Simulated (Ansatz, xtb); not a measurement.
**Two isomers of CHO2−**

Structure I is `O=[C-]O`, a singlet and structure II is `O=C[O-]`, a singlet. Both are isolated ions in the gas phase, relaxed with PBE0-D4/def2-TZVPD; the shapes shown needn't be the lowest conformers.

I (Å):

| atom | x (Å) | y (Å) | z (Å) |
| --- | --- | --- | --- |
| C | 0.9261 | 0.7532 | -0.0332 |
| O | 0.7699 | 0.8526 | 1.1606 |
| O | -0.3459 | 0.9544 | -0.7595 |
| H | -0.0613 | 0.8468 | -1.6710 |

II (Å):

```csv
atom,x (Å),y (Å),z (Å)
C,-1.5330,2.1805,-2.2537
O,-0.7797,2.8398,-2.9948
O,-2.3484,1.2792,-2.5264
H,-1.4654,2.4444,-1.1482
```

Q: Estimate E(II) − E(I) at the level CCSD(T)/def2-TZVPPD.

A: Calculated at CCSD(T)/def2-TZVPPD: E(II) − E(I) = −151.5 kJ/mol, so structure II lies lower.

Level by level:

| level | geometry | E(II) − E(I) (kJ/mol) | departure from the last row (kJ/mol) | job, with rough time for the two |
| --- | --- | --- | --- | --- |
| GFN2-xTB | GFN2-xTB | −289.8 | −138.3 | optimisation, 2.6 s |
| HF/STO-3G | GFN2-xTB | −90.1 | +61.4 | single point, 1.7 s |
| r2SCAN-D4/def2-SVPD | GFN2-xTB | −177.9 | −26.4 | single point, 9.3 s |
| PBE0-D4/def2-TZVPD | PBE0-D4/def2-TZVPD | −167.7 | −16.2 | optimisation, 93 s |
| HF/def2-TZVPPD | PBE0-D4/def2-TZVPD | −164.4 | −12.9 | part of the CCSD(T) run |
| MP2/def2-TZVPPD | PBE0-D4/def2-TZVPD | −161.8 | −10.3 | part of the CCSD(T) run |
| CCSD(T)/def2-TZVPPD | PBE0-D4/def2-TZVPD | −151.5 |  | single point, 40 s |

As drawn, II has 1 C–H in place of 1 O–H.

None of the levels shown reverses the order. The largest departure from CCSD(T)/def2-TZVPPD is that of GFN2-xTB, 138.3 kJ/mol.

With harmonic frequencies from PBE0-D4/def2-TZVPD (ideal gas, rigid rotor, one conformer each, 298.15 K, 1 atm): the zero-point term adds +2.2 kJ/mol; ΔH is −150.3 and ΔG −147.0 kJ/mol.

The T1 diagnostic of structure I is large, so the coupled-cluster value is less sure. The correlated steps freeze 3 core orbitals. Codes used: Ansatz 0.2.0, xtb 6.7.1; the last row on 2 threads of Intel(R) Xeon(R) Processor @ 2.50GHz (Skylake/Cascade Lake) on a shared host.
